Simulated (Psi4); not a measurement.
# BH3 (borane), step by step

We compute a geometry optimisation (CAM-B3LYP-D3(BJ)/def2-SVP), then the harmonic vibrations, then a single-point energy (DLPNO-CCSD(T)/cc-pVTZ) of BH3 (borane). 

Program for the calculation: Psi4 1.11.

## 1. The molecule

BH3: 4 atoms, total charge 0, spin state singlet. As SMILES, `B`. Geometry: relaxed at PBE0-D4/def2-TZVP. The run starts from this shape.

Bond lengths: B1–H2 1.193 Å, B1–H3 1.193 Å, B1–H4 1.193 Å. Angles: H2–B1–H3 120.0°, H2–B1–H4 120.0°, H3–B1–H4 120.0°.

## 2. A structure relaxation at CAM-B3LYP-D3(BJ)/def2-SVP (density fitting) (run 1)

run.py

```python
import psi4

psi4.set_memory('1600 MB')
psi4.set_num_threads(1)
psi4.set_output_file('bh3.out', False)

molecule = psi4.geometry("""
B      0.013900    -0.015100    -0.005100
H      0.982200     0.381700     0.568800
H     -0.276200    -1.171800     0.043000
H     -0.664400     0.744900    -0.626900
symmetry c1
""")

psi4.set_options({
    'basis': 'def2-SVP',
    'reference': 'rks',
    'geom_maxiter': 60,
})

e_tot, wfn = psi4.optimize('cam-b3lyp-d3(bj)', return_wfn=True)
print(f'total energy {e_tot:.8f} hartree = {e_tot * 27.211386:.5f} eV')
molecule.save_xyz_file('final.xyz', False)
```

Command:

```console
python run.py
```

bh3.out:

```text
[...]
  Running in c1 symmetry.
[...]
  Nuclear repulsion =    7.418838234776623
[...]
  Multiplicity = 1
[...]
  Nalpha       = 4
  Nbeta        = 4
[...]
    Number of basis functions: 29
[...]
   @DF-RKS iter   1:   -26.54372544510213   -5.74161e-01   4.32994e-03 DIIS/ADIIS
[...]
   @DF-RKS iter   6:   -26.55823470376449   -1.12621e-12   1.79399e-09 DIIS
[...]
    Orbital Energies [Eh]
    ---------------------
    Doubly Occupied:
       1A     -6.857644     2A     -0.583799     3A     -0.416847
       4A     -0.416844
[...]
  @DF-RKS Final Energy:   -26.55823470376449
   => Energetics <=
    Nuclear Repulsion Energy =              7.3556523875028894
    One-Electron Energy =                 -48.8844956588318311
    Two-Electron Energy =                  18.5200702227573508
    DFT Exchange-Correlation Energy =      -3.5489180344591440
    Empirical Dispersion Energy =          -0.0005436207337630
    VV10 Nonlocal Energy =                  0.0000000000000000
    Total Energy =                        -26.5582347037644944
[...]
 Multipole Moments:
 ------------------------------------------------------------------------------------
     Multipole            Electronic (a.u.)      Nuclear  (a.u.)        Total (a.u.)
 ------------------------------------------------------------------------------------
 L = 1.  Multiply by 2.5417464519 to convert [e a0] to [Debye]
 Dipole X            :          0.0007570           -0.0005586            0.0001984
 Dipole Y            :         -0.0002593            0.0001924           -0.0000669
 Dipole Z            :         -0.0011165            0.0008230           -0.0002935
 Magnitude           :                                                    0.0003606
[...]
  -Total Gradient:
     Atom            X                  Y                   Z
    ------   -----------------  -----------------  -----------------
       1        0.000050655811    -0.000018756931    -0.000075939443
       2       -0.000007421185     0.000008533218     0.000031267455
       3       -0.000019572420    -0.000003996361     0.000025651566
       4       -0.000023102776     0.000012147632     0.000019841890
[...]
    Final optimized geometry and variables:
    Molecular point group: c1
    Full point group: C1
    Geometry (in Angstrom), charge = 0, multiplicity = 1:
    B            0.000049899348    -0.000017184175    -0.000073516737
    H            0.976479489890     0.400206810979     0.579043413984
    H           -0.292721397146    -1.166578594063     0.048720373374
    H           -0.684303184538     0.766559500022    -0.626960703315
[...]
```

The script printed:

```text
Optimizer: Optimization complete!
total energy -26.55823470 hartree = -722.68638 eV
```

Run time: 12 s. Hardware: 1 thread of Intel Xeon Platinum 8259CL at 2.50GHz (Skylake/Cascade Lake), shared host; peak memory 0.31 GiB.

Steps, from the record of the run:

```tsv
step	energy from the first frame kept (eV)	largest force (eV/Å)
0	0.0000	0.2536
1	-0.0038	0.0149
2	0.0004	0.3114
3	-0.0038	0.0048
```

After the run. Bond lengths: B1–H2 1.204 Å, B1–H3 1.204 Å, B1–H4 1.204 Å. Angles: H2–B1–H3 120.0°, H2–B1–H4 120.0°, H3–B1–H4 120.0°.

## 3. The harmonic vibrations at CAM-B3LYP-D3(BJ)/def2-SVP (density fitting) (run 2)

bh3.inp

```
memory 1.6 GB

molecule system {
  B
  H 1 R2
  H 1 R3 2 A3
  H 1 R4 3 A4 2 D4

  R2 = 1.203731
  R3 = 1.203728
  A3 = 120.00077
  R4 = 1.20373
  A4 = 120.00027
  D4 = -179.93069
}

set t 400.0
set rotational_symmetry_number 6

e_tot, wfn = frequency('cam-b3lyp-d3bj2b/def2-SVP', return_wfn=True)
print_variables()
```

Command:

```console
psi4 -n 1 bh3.inp bh3.out
```

bh3.out:

```text
[...]
  Running in c1 symmetry.
[...]
  Nuclear repulsion =    7.355654908450820
[...]
  Multiplicity = 1
[...]
  Nalpha       = 4
  Nbeta        = 4
[...]
    Number of basis functions: 29
[...]
   @DF-RKS iter   1:   -26.54435381573930   -5.79557e-01   4.24878e-03 ADIIS/DIIS
[...]
   @DF-RKS iter   7:   -26.55823399305387   -1.36069e-12   4.59075e-09 DIIS
[...]
    Orbital Energies [Eh]
    ---------------------
    Doubly Occupied:
       1A     -6.857644     2A     -0.583800     3A     -0.416851
       4A     -0.416840
[...]
  @DF-RKS Final Energy:   -26.55823399305387
   => Energetics <=
    Nuclear Repulsion Energy =              7.3556535453818341
    One-Electron Energy =                 -48.8844956516561240
    Two-Electron Energy =                  18.5200700672237630
    DFT Exchange-Correlation Energy =      -3.5489183329701621
    Empirical Dispersion Energy =          -0.0005436210331839
    VV10 Nonlocal Energy =                  0.0000000000000000
    Total Energy =                        -26.5582339930538716
[...]
  -Total Gradient:
     Atom            X                  Y                   Z
    ------   -----------------  -----------------  -----------------
       1       -0.000093599619     0.000607997742    -0.000001026122
       2        0.000031029926     0.000113840552     0.000012721127
       3        0.000031065336    -0.000353001204     0.000269365682
       4        0.000031510672    -0.000368843625    -0.000278845562
[...]
  ==> Harmonic Vibrational Analysis <==
[...]
  Freq [cm^-1]                1143.4744           1185.1801           1185.2120
[...]
  IR activ [km/mol]            84.8159             11.5835             11.5849
[...]
  Freq [cm^-1]                2552.3477           2703.5886           2703.7049
[...]
  IR activ [km/mol]             0.0000             119.8606            119.8569
[...]
  Total E_0, Enthalpy at 0 [K]                                                          -26.53209610 [Eh]
[...]
  Total H, Enthalpy at  400.00 [K]                                                      -26.52678566 [Eh]
[...]
  Total G, Gibbs energy at  400.00 [K]                                                  -26.55721347 [Eh]
[...]
```

It took 47 s on 1 thread of Intel Xeon Platinum 8259CL at 2.50GHz (Skylake/Cascade Lake), shared host; peak memory 0.3 GiB.

## 4. A single-point energy at DLPNO-CCSD(T)/cc-pVTZ (density fitting, density fitting for correlation) (run 3)

bh3.xyz

```xyz
4
BH3
B      0.013943    -0.015110    -0.005159
H      0.990372     0.385114     0.573958
H     -0.278829    -1.181671     0.043635
H     -0.670410     0.751467    -0.632046
```

job.py

```python
import psi4

psi4.set_memory('1600 MB')
psi4.set_num_threads(1)
psi4.set_output_file('psi4.out', False)

with open('bh3.xyz') as f:
    atoms = ''.join(f.readlines()[2:])
geom = psi4.geometry('0 1\n' + atoms + '')

psi4.set_options({
    'basis': 'cc-pVTZ',
    'scf_type': 'df',
    'freeze_core': True,
})

E, wfn = psi4.energy("dlpno-ccsd(t)", molecule=geom, return_wfn=True)
print('E =', round(E, 9))
```

Command:

```console
python job.py
```

psi4.out:

```text
[...]
  Running in c1 symmetry.
[...]
  Nuclear repulsion =    7.355653629083561
[...]
  Multiplicity = 1
[...]
  Nalpha       = 4
  Nbeta        = 4
[...]
    Number of basis functions: 72
[...]
   @DF-RHF iter   1:   -26.39278247794280   -7.31196e-01   1.17634e-03 ADIIS/DIIS
[...]
    Orbital Energies [Eh]
    ---------------------
    Doubly Occupied:
       1A     -7.616971     2A     -0.701450     3A     -0.496115
       4A     -0.496111
[...]
  @DF-RHF Final Energy:   -26.39980057717264
   => Energetics <=
    Nuclear Repulsion Energy =              7.3556536290835615
    One-Electron Energy =                 -48.8896129908621475
    Two-Electron Energy =                  15.1341587846059404
    Total Energy =                        -26.3998005771726447
[...]
 Multipole Moments:
 ------------------------------------------------------------------------------------
     Multipole            Electronic (a.u.)      Nuclear  (a.u.)        Total (a.u.)
 ------------------------------------------------------------------------------------
 L = 1.  Multiply by 2.5417464519 to convert [e a0] to [Debye]
 Dipole X            :          0.0007757           -0.0005596            0.0002162
 Dipole Y            :         -0.0002665            0.0001930           -0.0000736
 Dipole Z            :         -0.0011424            0.0008233           -0.0003191
 Magnitude           :                                                    0.0003924
[...]
   * WARNING: This answer will likely vary from one obtained by a energy('dlpno-mp2') call
                due to lack of a semi-canonical MP2 prescreening step in DLPNO-MP2, as well
[...]
  @LCCSD(T) iter   2:  -0.002539620745 -9.892e-07  1.640e-07        0
[...]
```

The script printed:

```text
E = -26.537627946
```

It took 4.8 s on 1 thread of Intel Xeon Platinum 8259CL at 2.50GHz (Skylake/Cascade Lake), shared host; peak memory 0.25 GiB.

## 5. What came out

```
                                                                                quantity             value
                               run 1, CAM-B3LYP-D3(BJ)/def2-SVP: total energy at the end      -26.55823 Eh
                                         run 1, CAM-B3LYP-D3(BJ)/def2-SVP: dipole moment            0.00 D
                                           run 1, CAM-B3LYP-D3(BJ)/def2-SVP: HOMO energy         -11.34 eV
                                           run 1, CAM-B3LYP-D3(BJ)/def2-SVP: LUMO energy          -0.73 eV
                                         run 1, CAM-B3LYP-D3(BJ)/def2-SVP: HOMO–LUMO gap          10.61 eV
                                     run 1, CAM-B3LYP-D3(BJ)/def2-SVP: dispersion energy      -1.43 kJ/mol
                            run 2, CAM-B3LYP-D3(BJ)/def2-SVP: lowest harmonic wavenumber         1143 cm⁻¹
                           run 2, CAM-B3LYP-D3(BJ)/def2-SVP: highest harmonic wavenumber         2704 cm⁻¹
                                     run 2, CAM-B3LYP-D3(BJ)/def2-SVP: zero-point energy       68.6 kJ/mol
run 2, CAM-B3LYP-D3(BJ)/def2-SVP: ideal-gas entropy at 400 K (symmetry number 6 as used)  47.7 cal/(mol K)
                                              run 3, DLPNO-CCSD(T)/cc-pVTZ: total energy      -26.53763 Eh
                       run 3, DLPNO-CCSD(T)/cc-pVTZ: HOMO energy (Hartree–Fock orbitals)         -13.50 eV
                       run 3, DLPNO-CCSD(T)/cc-pVTZ: LUMO energy (Hartree–Fock orbitals)           1.61 eV
                     run 3, DLPNO-CCSD(T)/cc-pVTZ: HOMO–LUMO gap (Hartree–Fock orbitals)          15.11 eV
                run 3, DLPNO-CCSD(T)/cc-pVTZ: correlation energy (1 core orbital frozen)        -137.8 mEh
                                            run 3, DLPNO-CCSD(T)/cc-pVTZ: (T) correction         -2.55 mEh
                                             run 3, DLPNO-CCSD(T)/cc-pVTZ: T1 diagnostic             0.006
```

**Reading.** The optimisation (run 1, CAM-B3LYP-D3(BJ)/def2-SVP) took 4 steps and changed the energy by -0.004 eV. All 6 modes (run 2, CAM-B3LYP-D3(BJ)/def2-SVP) are real, so the shape is a minimum at this level. The triples (run 3, DLPNO-CCSD(T)/cc-pVTZ) make up 1.8 % of the correlation energy.
